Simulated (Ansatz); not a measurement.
## Si$_{2}$, singlet: reading a ladder of total energies

Geometry: a PBE0/def2-TZVP stationary point for this spin. The triplet lies 0.6 eV lower here.

```
atom   x (Å)   y (Å)   z (Å)
  Si  0.0000  0.0000  0.0000
  Si  0.0000  0.0000  2.2861
```

Basis 6-31G; Ansatz 0.2.0. Only valence electrons are correlated (noble-gas cores frozen), which leaves 8 electrons in 16 orbitals. Prefix R: restricted or restricted open-shell reference.

Full CI is exact within this basis and frozen core; it isn't the basis-set limit.

The cluster runs stand on a determinant 1.24 eV above the lowest RHF solution, chosen by trial CCSD; the correlation energy below is counted from it.

Runs differ by some tens of microhartree through their thresholds, so steps under 0.03 kcal/mol mean nothing.

```tsv
level	total energy (hartree)
RHF determinant under the cluster runs	-577.601241
RCCSD*	-577.750834
RCCSD(T)*	-577.759652
RCCSDT	-577.760425
RCCSDT(Q)	-577.763929
RCCSDTQ	-577.763533
full CI	-577.763881
```

Question: What is the correlation energy at full CI, and what share of it do RMP2 and RCCSDT recover?

Answer: E(corr) = -577.763881 − (-577.601241) = -0.162640 hartree = -4.426 eV. RCCSD: -0.149593 / -0.162640 = 91.98 %. RCCSDT: -0.159184 / -0.162640 = 97.88 %.

Question: By how many kcal/mol does RCCSD(T) miss full CI (1 hartree = 627.509 kcal/mol), and which steps make up the rest?

Answer: -577.759652 − (-577.763881) = 0.004229 hartree = 2.65 kcal/mol. Steps: RCCSDT − RCCSD(T) = -0.49, RCCSDT(Q) − RCCSDT = -2.20, RCCSDTQ − RCCSDT(Q) = 0.25, full CI − RCCSDTQ = -0.22 kcal/mol. With more than one leading determinant such errors change with state and geometry, and needn't cancel in differences.

An asterisk marks runs whose energy the program itself flagged as in doubt.
